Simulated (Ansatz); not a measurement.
# P₂H₄ (triplet): the correlation ladder, cc-pVDZ

An exercise on one series of results from a longer session: the logs are not shown, and one member is left open.

Computed with Ansatz 0.2.0, Gaussian basis. Level: cc-pVDZ, core rule «outside noble gas», up to 10 orbitals frozen.

The runs, in order: UHF; CCSD(T) on ROHF; CCSD(T) on UHF; BCCD(T) on ROHF; CISD; CCSDT(Q) on ROHF; CCSDT(Q) on UHF; CASSCF and MRCISD+Q, 10 electrons in 10 orbitals; CASSCF and NEVPT2, 10 electrons in 10 orbitals.

19 further runs of the same task are left out: 3 for a known fault of the program, 8 that didn't finish, 8 set aside as unsound or not needed.

### The geometry

The geometry is a PBE0/def2-TZVP stationary point (not a proven minimum) of the parent state, kept for this charge and spin.

6 atoms, charge 0, spin multiplicity 3.

Atoms are counted from 1 here; the program's logs count them from 0.

Bond lengths: P1–P2 2.228 Å, P1–H3 1.422 Å, P1–H4 1.422 Å, P2–H5 1.422 Å, P2–H6 1.422 Å. Angles: P2–P1–H3 93.6°, P2–P1–H4 93.6°, H3–P1–H4 92.0°, P1–P2–H5 93.6°, P1–P2–H6 93.6°, H5–P2–H6 92.0°.

The first run:

The input, in.yaml:

```yaml
crystal:
  periodic: [false, false, false]
  atoms:
    - {symbol: P, position_ang: [-0.131922, 0.000000, 1.106074]}
    - {symbol: P, position_ang: [0.131922, 0.000000, -1.106074]}
    - {symbol: H, position_ang: [0.834303, -1.022760, 1.311716]}
    - {symbol: H, position_ang: [0.834305, 1.022759, 1.311716]}
    - {symbol: H, position_ang: [-0.834305, -1.022759, -1.311716]}
    - {symbol: H, position_ang: [-0.834303, 1.022760, -1.311716]}
basis:
  gaussian: {orbitals: cc-pVDZ}
magnetization: {spin_polarized: true, initial_magnetization: 2}
hamiltonian: {xc: hf}
output: {orbitals: {seedname: orbitals}}
```

The run is started by

```
> ansatz run in.yaml --threads 1 --pin off --events-out ev --progress --plain --max-ram 2393MiB
```

Among the steps run: UHF; CCSD(T) on ROHF; CCSD(T) on UHF; BCCD(T) on ROHF; CISD; CCSDT(Q) on ROHF; CCSDT(Q) on UHF; CASSCF and MRCISD+Q, 10 electrons in 10 orbitals; CASSCF and NEVPT2, 10 electrons in 10 orbitals.

One table of the session follows, with a row left open; its other results are not shown here.

| method | from UCCSDT(Q) (meV) |
| --- | --- |
| ROHF | +8234.4 |
| UHF | +8099.2 |
| RMP2 | +1541.5 |
| UMP2 | +1533.1 |
| CISD | +1110.9 |
| RCCSD | +307.0 |
| UCCSD | +303.4 |
| RCCSD(T) | +57.2 |
| UCCSD(T) | +57.2 |
| BCCD(T) | +55.7 |
| RCCSDT | +16.6 |
| UCCSDT | ? |
| RCCSDT(Q) | +0.8 |
| UCCSDT(Q) | 0 |
| CASSCF valence | +6557.5 |
| NEVPT2 valence | +1687.1 |
| MRCISD valence | +770.5 |
| MRCISD+Q valence | +115.3 |

Estimate the missing values for UCCSDT.

The run gave: from UCCSDT(Q) (meV): +16.1. In the column «from UCCSDT(Q) (meV)» it lies between RCCSDT(Q) (+0.8) and RCCSDT (+16.6).

Limits of these values: Restricted and unrestricted rows rest on different reference determinants; where their highest levels disagree by more than a few hundredths of an eV, they describe different states and don't form one ladder.
